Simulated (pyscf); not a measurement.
H₃Si–PH₂ → H₂Si=PH + hydrogen (H₂), an elimination (singlet surface; H–P, H–Si broken, H–H formed). Structures and frequencies: ωB97X-D3(BJ)/def2-SVP in PySCF. Energies in kcal/mol from the reactant's lowest minimum found.

Small-basis levels: PySCF, no dispersion term, spherical d functions. AM1 to PM7: differences of heats of formation from MOPAC, which are fitted to 298 K values and so differ in kind from electronic energies by zero-point and thermal terms. GFN2-xTB: tblite. 

```
level                      barrier  reaction energy
----------------------  ----------  ---------------
HF/STO-3G                    164.6            +83.8
SVWN5/6-31G*                  63.4            +41.7
BP86/6-31G*                   67.2            +35.2
PBE/6-31G*                    66.6            +36.5
B3LYP/STO-3G            (withheld)            +66.6
B3LYP/6-31G*                  73.9            +37.5
GFN2-xTB                      79.4            +42.6
AM1                           60.4            +26.7
PM6                     (withheld)            -15.4
ωB97M-D3(BJ)/def2-TZVP  (withheld)            +40.0
```

### Question
Fill in the missing entries.

### Answer

- B3LYP/STO-3G, barrier: 139.3
- PM6, barrier: 32.0
- ωB97M-D3(BJ)/def2-TZVP, barrier: 68.0

Against the last row the barrier runs from -36.1 (PM6) to +96.5 kcal/mol (HF/STO-3G). ωB97M-D3(BJ)/def2-TZVP has limits of its own. At the saddle there is also a short H–Si contact that neither side keeps. The same reactants have a lower exit, to PH₃ + SiH₂ [singlet] (highest point, the separated products, at +58.9 kcal/mol at ωB97M-D3(BJ)/def2-TZVP, against +68.0 kcal/mol here). One saddle was located; it need not be the lowest between these sides.
